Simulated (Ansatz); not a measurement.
(1) Predict a relaxed structure of Si₃H₂⁻, charge -1, doublet, at B3LYP-D4/def2-TZVPD (Ansatz).

Answers

(1) 
```xyz
5

Si   -0.6996    0.6820   -0.3878
Si   -1.1326   -0.6224    1.3653
Si    0.5692   -1.1561   -0.3140
H     2.0330   -1.0390    0.1164
H    -0.7701    2.1355   -0.7798
```
 This is one stationary point.

The relaxation made no stability test and no search for a lower SCF solution. The structure comes from a short search, and lower isomers may exist.
